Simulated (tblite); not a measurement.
Run record: tight-binding relaxation, `[C@H]1(CC/C1=N/[H])[S]` [radical].

Computed with GFN2-xTB geometry optimisation, gas phase (tblite 0.8.0). Start geometry: from a force field or distance geometry. The input is one job of a driver script: a line of settings, then coordinates in Å.

Command:
```bash
OMP_NUM_THREADS=1 python probes_run.py task.json out
```

Input:
```
{"job": {"kind": "relax", "xc": "GFN2-xTB", "basis": "xTB"}, "charge": 0, "multiplicity": 2}
N      2.063400    -0.437000    -0.357100
C      0.788800    -0.198400    -0.302300
C     -0.465700    -1.014200    -0.439700
C     -1.008400    -0.066700     0.641700
C     -0.111800     0.961500    -0.033200
S      0.531900     2.221900     0.990600
H      2.747300     0.291100    -0.219800
H     -0.378300    -2.058700    -0.161300
H     -0.936900    -0.787700    -1.412700
H     -0.552300    -0.330500     1.630500
H     -2.081600     0.121200     0.620900
H     -0.595300     1.296900    -0.983600
```

Output:
```
step      E/eV     max force
  0    -481.26469    4.340
  1    -481.37231    5.461
  2    -481.56697    0.828
  3    -481.64073    0.760
  4    -481.72460    0.624
  5    -481.74530    0.487
  6    -481.78014    0.562
  7    -481.79796    0.505
  8    -481.81040    0.290
  9    -481.81691    0.228
... (34 lines left out)
 44    -482.00702    0.028
 45    -482.00708    0.018
 46    -482.00712    0.019
 47    -482.00715    0.018
 48    -482.00719    0.019
 49    -482.00724    0.020
 50    -482.00729    0.019
 51    -482.00733    0.018
 52    -482.00735    0.015
 53    -482.00736    0.009
```

«max force» is the largest atomic force in eV/Å.

Question: From which step on does the largest force stay under 0.1 eV/Å, and how much energy is left to gain from there?

Answer: From step 37 (0.084 eV/Å), 2.4 meV above the end.

Main results: energy lowered by 17.1 kcal/mol over 53 steps; largest atomic force 0.009 eV/Å at the end.

The run took 0.29 s wall on Arm Neoverse V1, one thread, no GPU, on a shared host.
Labels such as C1 count atoms from 1, the log's own numbers from 0.
